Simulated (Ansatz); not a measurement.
# SiNHO+ (doublet): the correlation ladder, def2-TZVPP

An exercise on one series of results from a longer session: the logs are not shown, and one member is left open.

Program: Ansatz 0.2.0, Gaussian basis. Level of theory: def2-TZVPP, core rule «outside noble gas», up to 7 orbitals frozen. These are calculated values, not measurements.

The runs, in order: UHF; ROHF; CCSD(T) on UHF.

2 further runs of the same task are left out: 2 set aside as unsound or not needed.

### The geometry

The geometry is a PBE0/def2-TZVP stationary point (not a proven minimum) of the parent state, kept for this charge and spin.

4 atoms, charge 1, spin multiplicity 2.

Atoms are counted from 1 here; the program's logs count them from 0.

Bond lengths: N1–Si2 1.558 Å, N1–H4 1.005 Å, Si2–O3 1.509 Å. Angles: Si2–N1–H4 132.8°, N1–Si2–O3 168.2°.

The first run:

Contents of in.yaml:

```yaml
crystal:
  periodic: [false, false, false]
  atoms:
    - {symbol: N, position_ang: [0.000012, -0.239716, 0.953850]}
    - {symbol: Si, position_ang: [0.000042, -0.027109, -0.589510]}
    - {symbol: O, position_ang: [-0.000001, -0.130416, -2.095112]}
    - {symbol: H, position_ang: [-0.000052, 0.397241, 1.730772]}
basis:
  gaussian: {orbitals: def2-TZVPP}
total_charge: 1
magnetization: {spin_polarized: true, initial_magnetization: 1}
hamiltonian: {xc: hf}
output: {orbitals: {seedname: orbitals}}
```

Launch:

```
> ansatz run in.yaml --threads 1 --pin off --events-out ev --progress --plain --max-ram 4096MiB --backend cpu
```

Steps of the session up to this table: UHF; ROHF; CCSD(T) on UHF.

One of the session's tables, all rows but one given; the rest of the session is left out.

```
  method  from UCCSD(T) (kcal/mol)
    ROHF                         ?
     UHF                   +333.83
    UMP2                    +21.09
   UCCSD                    +16.33
UCCSD(T)                         0
```

Estimate the missing values for ROHF.

The run gave: from UCCSD(T) (kcal/mol): +336.73. In the column «from UCCSD(T) (kcal/mol)» it is the highest.
